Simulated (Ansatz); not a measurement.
Two isomers of C2H6N2O: A = `C/N=C(\N)O`, B = `NC1NCO1`.

Gas-phase electronic energies from Ansatz, PBE0-D4/def2-TZVP geometries. CCSD(T)/CBS adds triple-zeta CCSD(T) − MP2 to the extrapolated MP2 energy (def2 sets, frozen cores). DFT in def2-TZVPP. B3LYP here is the variant with VWN-RPA as its local correlation; programs differ in this. Each species was taken in one conformer, which may not be the lowest.

Problem. Which isomer does CCSD(T)/CBS put lower? Give the gap. (Best estimate.)

Solution. The calculation gave: A, by 30.5 kcal/mol.

Problem. Give E(B) − E(A) in kcal/mol with r2SCAN-D4, B2PLYP, CCSD(T)/def2-TZVPP, HF/def2-TZVPP, ωB97M-V, PBE0-D4, B3LYP. (An estimate is asked.)

Solution. Computed: r2SCAN-D4 34.0, B2PLYP 33.3, CCSD(T)/def2-TZVPP 30.2, HF/def2-TZVPP 33.0, ωB97M-V 30.7, PBE0-D4 30.8, B3LYP 34.1. None reverses the order clearly.

Largest T1 diagnostic: 0.012.

In def2-TZVPP, CCSD(T) changes the Hartree–Fock value by −2.9 kcal/mol (the triples alone add +0.4 kcal/mol) and MP2 by −1.5 kcal/mol. From PBE to PBE0 (25 % exact exchange), in def2-TZVPP and without D4, E(B) − E(A) moves by −1.3 kcal/mol.
